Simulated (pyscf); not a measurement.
PySCF, gas phase, ωB97X-D3(BJ)/def2-SVP geometries.

Cl–GaH–Cl (SMILES [Cl][GaH][Cl]) → HCl (SMILES Cl) + Cl–Ga (SMILES [Cl][Ga]) [singlet]
Surface: singlet. Broken: Cl–Ga, Ga–H. Formed: Cl–H. Give ΔE‡ and ΔE from r²SCAN/def2-TZVP, relative to the reactant's lowest minimum found.

ΔE‡ = 49.5 kcal/mol, ΔE = +29.5 kcal/mol. CCSD(T)/def2-TZVPP + ΔMP2(QZVPP) gives 55.4 kcal/mol and +25.9 kcal/mol. Zero-point energy shifts the barrier by -1.8 kcal/mol. It is a 1,1-elimination, with an imaginary mode of 1250i cm⁻¹. This is the saddle that the search found; another between the same sides may lie lower. The CCSD(T) − MP2 part came from Ansatz, without density fitting, on the same reference. The frozen core leaves the outer d or s,p core shells of the metals and heavy elements correlated in the MP2 and CC values, and def2-TZVPP describes them poorly, which can shift differences by a few kcal/mol. Elements up to Kr have no core potential and no relativistic terms here.
